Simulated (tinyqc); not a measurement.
Inside a calculation. Method: RKS/PBE0 in the sto-3g basis, for H2O, spin multiplicity 1. One step of it, computed by the program tinyqc.

Task: Iteration 2: diagonalisation and new density. Diagonalise F' = X^T F X, C = X C', fill 5 alpha and 5 beta electrons from the bottom; D = 2 C_occ C_occ^T. Each column has its largest component positive (the first on a tie).

extrapolated F (hartree):
```
,1O 1s,1O 2s,1O 2px,1O 2py,1O 2pz,2H 1s,3H 1s
1O 1s,-23.481760,-5.598343,0.000000,0.000000,-0.030110,-0.707945,-0.707945
1O 2s,-5.598343,-2.986260,0.000000,0.000000,-0.071355,-0.665635,-0.665635
1O 2px,0.000000,0.000000,-1.253955,0.000000,0.000000,0.000000,0.000000
1O 2py,0.000000,0.000000,0.000000,-1.263963,0.000000,-0.272697,0.272697
1O 2pz,-0.030110,-0.071355,0.000000,0.000000,-1.250054,-0.231964,-0.231964
2H 1s,-0.707945,-0.665635,0.000000,-0.272697,-0.231964,-0.250578,-0.172903
3H 1s,-0.707945,-0.665635,0.000000,0.272697,-0.231964,-0.172903,-0.250578
```

X:
```
,1O 1s,1O 2s,1O 2px,1O 2py,1O 2pz,2H 1s,3H 1s
1O 1s,1.023220,-0.132880,0.000000,0.000000,-0.005731,0.016530,0.016530
1O 2s,-0.132880,1.113175,0.000000,0.000000,0.051542,-0.178749,-0.178749
1O 2px,0.000000,0.000000,1.000000,0.000000,0.000000,0.000000,0.000000
1O 2py,0.000000,0.000000,0.000000,1.050268,0.000000,-0.141179,0.141179
1O 2pz,-0.005731,0.051542,0.000000,0.000000,1.029112,-0.101365,-0.101365
2H 1s,0.016530,-0.178749,0.000000,-0.141179,-0.101365,1.088918,-0.049692
3H 1s,0.016530,-0.178749,0.000000,0.141179,-0.101365,-0.049692,1.088918
```

Give: F' = X^T F X; orbital energies; coefficients C; D after iteration 2.

Result:

F' = X^T F X (hartree):
```
,1,2,3,4,5,6,7
1,-23.157,-2.634,0.000,0.000,-0.035,-0.093,-0.093
2,-2.634,-2.026,0.000,0.000,-0.045,-0.228,-0.228
3,0.000,0.000,-1.254,0.000,0.000,0.000,0.000
4,0.000,0.000,0.000,-1.236,0.000,-0.137,0.137
5,-0.035,-0.045,0.000,0.000,-1.236,-0.099,-0.099
6,-0.093,-0.228,0.000,-0.137,-0.099,-0.029,-0.053
7,-0.093,-0.228,0.000,0.137,-0.099,-0.053,-0.029
```

orbital energies (hartree): MO1 -23.482, MO2 -1.766, MO3 -1.265, MO4 -1.254, MO5 -1.242, MO6 -0.012, MO7 0.053

coefficients C:
```
,MO1,MO2,MO3,MO4,MO5,MO6,MO7
1O 1s,1.000,-0.248,0.000,0.000,0.030,0.061,0.000
1O 2s,0.002,1.052,0.000,0.000,-0.127,-0.448,0.000
1O 2px,0.000,0.000,0.000,1.000,0.000,0.000,0.000
1O 2py,0.000,0.000,1.009,0.000,0.000,0.000,-0.354
1O 2pz,0.001,0.151,0.000,0.000,0.996,-0.258,0.000
2H 1s,0.000,-0.051,-0.020,0.000,-0.015,0.761,0.817
3H 1s,0.000,-0.051,0.020,0.000,-0.015,0.761,-0.817
```

D after iteration 2:
```
,1O 1s,1O 2s,1O 2px,1O 2py,1O 2pz,2H 1s,3H 1s
1O 1s,2.123,-0.525,0.000,0.000,-0.012,0.024,0.024
1O 2s,-0.525,2.246,0.000,0.000,0.064,-0.103,-0.103
1O 2px,0.000,0.000,2.000,0.000,0.000,0.000,0.000
1O 2py,0.000,0.000,0.000,2.036,0.000,-0.040,0.040
1O 2pz,-0.012,0.064,0.000,0.000,2.031,-0.045,-0.045
2H 1s,0.024,-0.103,0.000,-0.040,-0.045,0.006,0.005
3H 1s,0.024,-0.103,0.000,0.040,-0.045,0.005,0.006
```
